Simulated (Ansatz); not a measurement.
Program: Ansatz 0.2.0.

A structure relaxed at PBE0-D4/def2-TZVP, charge 0, multiplicity 1:

Cartesian coordinates in Å:
```
C 0.3372 -0.5953 0.7360
C -0.1798 0.1694 -0.4429
N -0.5302 -0.2763 -1.5743
C -0.2815 1.6020 -0.2341
N -0.3375 2.7270 -0.0026
H -0.3096 -0.4366 1.6027
H 0.3839 -1.6609 0.5101
H 1.3335 -0.2391 1.0098
H -0.4161 -1.2902 -1.6049
```

Problem. Give its formula and SMILES.

Solution. C3H4N2, `CC(=N)C#N`.

Problem. Point group (tolerance 0.08 Å, 0.16 Å for H)?

Solution. Cs.

Problem. Summarise the bond lengths by kind.

Solution. 2 × C–C 1.451 to 1.497 Å; 3 × C–H 1.090 to 1.093 Å; 2 × C–N 1.150 to 1.266 Å; 1 × H–N 1.021 Å.
